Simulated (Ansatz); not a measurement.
C4H4F2, SMILES `C=C(F)C(=C)F`, relaxed with RKS PBE0-D4/def2-TZVP in Ansatz 0.2.0 from a PBE-D4/def2-SVP geometry. The force threshold is 0.005 eV/Å; the program also tests the step.

Total charge 0; spin multiplicity 1.

Start:

```xyz
10

C     1.189    1.283   -0.667
C     0.049    0.630   -0.374
F    -1.149    1.108   -0.764
C    -0.049   -0.630    0.374
C    -1.189   -1.283    0.667
F     1.150   -1.108    0.766
H     1.164    2.223   -1.234
H     2.148    0.868   -0.335
H    -1.166   -2.223    1.233
H    -2.148   -0.868    0.334
```

**Question.** How much energy does the relaxation release, and in how many steps? (Estimate.)

**Answer.** The calculation gave: 5.74 kJ/mol, in 5 steps, 1 of them rejected.

**Question.** Which bonds change most? (Best estimate.)

**Answer.** Computed: C4–C5 from 1.346 to 1.324 Å; C1–C2 from 1.345 to 1.324 Å; C1–H7 from 1.098 to 1.081 Å; C5–H9 from 1.098 to 1.081 Å.

**Question.** Give the relaxed structure. (An estimate is asked.)

**Answer.** Computed: 
```xyz
10

C     1.175    1.269   -0.659
C     0.056    0.625   -0.370
F    -1.132    1.103   -0.760
C    -0.056   -0.625    0.370
C    -1.175   -1.269    0.660
F     1.132   -1.103    0.761
H     1.150    2.194   -1.218
H     2.123    0.866   -0.336
H    -1.150   -2.195    1.217
H    -2.123   -0.866    0.335
```
